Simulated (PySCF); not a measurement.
**Relaxation of singlet H2S**

Method: PySCF, B3LYP, basis S def2-TZVP, H def2-TZVP (no relativity, density fitting). A (50,194) grid was used.

A hand-made bent start, of C2v symmetry, held to at least that symmetry:

```xyz
3
charge 0 multiplicity 1, angstrom
S     0.0000    0.0000   -0.0459
H     1.1059    0.0000    0.7284
H    -1.1059    0.0000    0.7284
```

Problem. What forces act on the atoms at the start (eV/Å)?

Solution. 
```tsv
atom	Fx	Fy	Fz
S1	0.00	0.00	-1.39
H2	-0.78	0.00	0.69
H3	0.78	0.00	0.69
```

Problem. What does it relax to?

Solution. It ends at C2v with S–H 1.343 Å (×2); H–S–H 92.6°. A frequency run shows a minimum. Other isomers or separated fragments may lie lower.

Problem. How much energy is released, and in how many steps?

Solution. 20.8 kJ/mol in 4 steps.
